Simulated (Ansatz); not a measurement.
Species: C2H3 (charge 0, doublet). It need not be the lowest isomer of its formula. 
Coordinates optimised at B3LYP-D3(BJ)/def2-TZVP (Ansatz, a first-principles code):
```
C
C 1 1.3014
H 2 1.0786 1 138.61
H 1 1.0866 2 122.29 3 -180.00
H 1 1.0922 4 115.87 2 -180.00
```
Charge 0, spin multiplicity 2.

Computed values are from Ansatz. Valence correlation only, unless marked. Open shells are spin-unrestricted. Spin-orbit coupling is left out. Non-relativistic. CBS marks a two-point X^-3 extrapolation of the correlation energy; Hartree-Fock from the larger set. The bracket is a focal-point correction in the basis named.

The UHF reference is spin-contaminated (<S^2> 0.18 over the pure value in the largest basis). 

**Question.** What is the T1 diagnostic at CCSD/def2-QZVPP?

**Answer.** 0.042.

**Question.** What is the dipole moment at CCSD(T)/aug-cc-pVDZ?

**Answer.** 0.67 D.

**Question.** What is the vertical electron affinity (to the singlet; negative means unbound) at RI-MP2/CBS(aug-cc-pVTZ,aug-cc-pVQZ)+[CCSD(T)-MP2]/aug-cc-pVTZ?

**Answer.** 0.18 eV.

**Question.** What is the atomisation energy De at CCSD(T)/CBS(cc-pVTZ,cc-pVQZ)?

**Answer.** 1856.4 kJ/mol.

**Question.** What is the total energy at CCSD(T)/CBS(cc-pVTZ,cc-pVQZ)?

**Answer.** -77.7859 Eh.
